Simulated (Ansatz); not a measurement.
Process, species as SMILES: [CH]=O (CH-O) → C atom + H atom + O atom
B3LYP-D3(BJ)/def2-TZVP geometries, fixed; electronic energies without zero-point terms.

Effect of a fitting basis named in the input at MP2/def2-TZVPP with Ansatz (a first-principles code), against the last row, where the atomisation energy is 281.16 kcal/mol. Cores are frozen. Open shells are unrestricted. The default fits or decomposes integrals by the program's own choice; accuracy: high also tightens integrals, grids and stops.

```
setting                                              largest shift of a total energy (mEh)  shift of the atomisation energy (kcal/mol)
---------------------------------------------------  -------------------------------------  ------------------------------------------
fitting: def2-universal-jkfit and def2-SVP-RIFIT                                    -2.601                                      -0.258
fitting: def2-universal-jkfit and cc-pVDZ-RIFIT                                     -1.586                                      -0.179
fitting: def2-universal-jkfit and cc-pVTZ-RIFIT                                      0.112                                      -0.042
fitting: def2-universal-jkfit and aug-cc-pVTZ-RIFIT                                  0.107                                      -0.045
fitting: def2-universal-jkfit and cc-pVQZ-RIFIT                                      0.122                                      -0.050
fitting: def2-universal-jkfit and aug-cc-pVQZ-RIFIT                                  0.117                                      -0.048
accuracy: high                                                                      -0.001                                       0.000
accuracy: medium (default)                                                           0.000                                       0.000
```

Within 0.02 kcal/mol in the atomisation energy: accuracy: high. The largest shift is 2.601 mEh in a total energy and 0.258 kcal/mol in the difference.
